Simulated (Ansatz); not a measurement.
Input for Ansatz (development build ahead of 0.2.0):

```yaml
crystal:
  periodic: [false, false, false]
  atoms:
    - { symbol: C, position_ang: [0.0, 0.0, 0.0] }
    - { symbol: C, position_ang: [0.0, 0.0, 1.335] }
    - { symbol: C, position_ang: [0.0, 1.22873, -0.86036] }
    - { symbol: C, position_ang: [0.0, -1.22873, 2.19536] }
    - { symbol: H, position_ang: [0.0, -0.96684, -0.50331] }
    - { symbol: H, position_ang: [0.0, 0.96684, 1.83831] }
    - { symbol: H, position_ang: [0.0, 2.11611, -0.2274] }
    - { symbol: H, position_ang: [0.88982, 1.23211, -1.48989] }
    - { symbol: H, position_ang: [-0.88982, 1.23211, -1.48989] }
    - { symbol: H, position_ang: [0.0, -2.11611, 1.5624] }
    - { symbol: H, position_ang: [0.88982, -1.23211, 2.82489] }
    - { symbol: H, position_ang: [-0.88982, -1.23211, 2.82489] }
basis:
  gaussian: { orbitals: def2-SVP }
hamiltonian:
  xc: hf
correlation:
  method: mp2
  frozen_orbitals: { C: 1, H: 0 }
```

The input is written out in the form of the current development build from the run's settings.

Results

```
Converged                       : yes
Reference energy                : -156.00001 hartree
Correlation energy              : -0.56040 hartree
Total energy                    : -156.56041 hartree
Spin squared of the determinant : 0.000
```
